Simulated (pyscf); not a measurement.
`[CH3][CH2][CH2][ClH+]` → `[CH3][CH+][CH3]` + `[ClH]` (elimination; singlet surface; C–Cl, C–H broken, C–H formed). PySCF, gas phase, ωB97X-D3(BJ)/def2-SVP geometries. Correlated levels are frozen-core, on RHF or UHF. ΔMP2 is the change of the MP2 total energy from the triple- to the quadruple-zeta basis. Energies in eV from the reactant's lowest minimum found.

| level | barrier | reaction energy |
|---|---|---|
| ωB97X-D3(BJ)/def2-TZVP | 0.33 | +0.13 |
| r²SCAN/def2-TZVP | 0.29 | +0.09 |
| PBE0-D3(BJ)/def2-TZVP | 0.34 | +0.18 |
| M06-2X/def2-TZVP | 0.31 | +0.13 |
| CCSD/def2-TZVPP | 0.30 | +0.10 |
| CCSD(T)/def2-TZVPP | 0.33 | +0.18 |
| CCSD(T)/def2-TZVPP + ΔMP2(QZVPP) | ? | ? |

Some entries are withheld; supply them.


- CCSD(T)/def2-TZVPP + ΔMP2(QZVPP), barrier: 0.32
- CCSD(T)/def2-TZVPP + ΔMP2(QZVPP), reaction energy: +0.17

Of the functionals in the table, ωB97X-D3(BJ) is closest to CCSD(T)/def2-TZVPP + ΔMP2(QZVPP) in the barrier (0.00 eV apart) and r²SCAN least close (0.03 eV); that level has limits of its own. On the product side the descent ends in a bound adduct (not fully relaxed), 0.39 eV under the separated species and 0.58 eV under the saddle at ωB97X-D3(BJ)/def2-TZVP. One saddle was located; it need not be the lowest between these sides. The CCSD(T) − MP2 part came from Ansatz, without density fitting, on the same reference.
